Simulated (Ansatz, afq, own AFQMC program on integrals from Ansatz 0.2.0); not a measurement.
Two steps: Ansatz 0.2.0 writes the Fock matrix and Cholesky factors of the valence space, and afq projects on them the lowest state that overlaps trial and start.

```yaml
crystal:
  periodic: [false, false, false]
  atoms:
    - {symbol: C, position_ang: [0.000000, 0.000000, -1.725733]}
    - {symbol: Si, position_ang: [0.000000, 0.000000, 0.105667]}
    - {symbol: O, position_ang: [0.000000, 0.000000, 1.620067]}
basis:
  gaussian: {orbitals: cc-pVDZ}
total_charge: 1
magnetization: {spin_polarized: false, initial_magnetization: 1}
correlation: {method: ccsd_t, electrons: outside_noble_gas, hamiltonian_folder: ham}
```

```sh
$ ansatz run in.yaml --threads 1 --pin off --events-out ev --progress --plain --max-ram 1843MiB
```

Options of the walk:

```
--method phaseless --trial hf --walkers 120 --populations 1 --least-time 40 --time-step 0.005 --steps-per-block 20 --equilibration-blocks 112 --max-blocks 600 --target-error 0.00129 --factor-cut 1e-05 --start spin_pure --seed 4922 --taylor-order 6
```

Times are imaginary, in 1/Eh. The walk had a cap of 1701 s.

Output of the walk:

```
orbitals 39  electrons 7 6  factors 291 of 447
reference energy -401.10678700 Eh
CCSD correlation -0.37539346 Eh in 18 cycles, weight of the determinant in the CISD state 0.7962
energy of the start -401.106788 Eh
 block  time / (1/Eh)  mean weight  energy / Eh
     1     0.100  1.0006  -401.198423
     2     0.200  1.0029  -401.277395
     3     0.300  1.0016  -401.317894
     4     0.400  1.0021  -401.330673
     5     0.500  1.0036  -401.351024
     8     0.800  1.0019  -401.426743
    18     1.800  1.0010  -401.420353
    69     6.900  1.0013  -401.626101
   120    12.000  1.0004  -401.450817
   171    17.100  1.0009  -401.540041
   222    22.200  1.0000  -401.476110
   273    27.300  1.0009  -401.510984
   324    32.400  1.0012  -401.549701
   375    37.500  1.0013  -401.539546
   426    42.600  0.9964  -401.488560
   477    47.700  1.0028  -401.493244
   494    49.400  1.0013  -401.424641
   528    52.800  1.0027  -401.519118
   579    57.900  0.9993  -401.532685
   630    63.000  1.0015  -401.499779
   681    68.100  0.9997  -401.519204
   698    69.800  0.9989  -401.469769
blocks merged  error / Eh  count
     1  0.001654  600
     2  0.002139  300
     4  0.002761  150
     8  0.003283  75
    16  0.003329  37
    32  0.003696  18
    64  0.003567  9
energy -401.504039 +/- 0.003696 Eh
(rows thinned)
```

The run passed its tests (sampling time, drift between the halves within three errors, error under three times the target), which doesn't prove that it has relaxed.

Against this walk (error 100.6 meV) on the same determinant: CCSD(T) 47.5 meV higher (within the noise), CCSDT(Q) 65.4 meV lower (within the noise). The error is statistical and leaves out the bias of the constraint. None of these is a sure reference here.

Cautions: constraint bias not in the error; error above the target (100.6 against 35.1 meV); higher spins were not checked; a spin-contaminated unrestricted determinant lies lower (UHF 526 meV lower, ⟨S²⟩ 1.46); raised T1 diagnostic (T1 0.047, weight of the determinant 0.80, largest double 0.08); CCSDT(Q) on the UHF determinant differs (93 meV lower), perhaps since the unrestricted series falls towards higher spin; the bias of populations of 120 walkers isn't removed.

The walk took 3.3 min on 1 thread of Intel(R) Xeon(R) 6975P-C (Granite Rapids), with other jobs on the host. The log's last line is the phaseless energy.

CCSDT and higher add their correlation energy to the determinant of the CCSD(T) run, since their own runs factorise the integrals more tightly (a shift of under 2 meV). A walk keeps the symmetry of its determinant, which the program's search chose and which needn't be the lowest solution, so a lower state of the same spin and another symmetry isn't excluded.
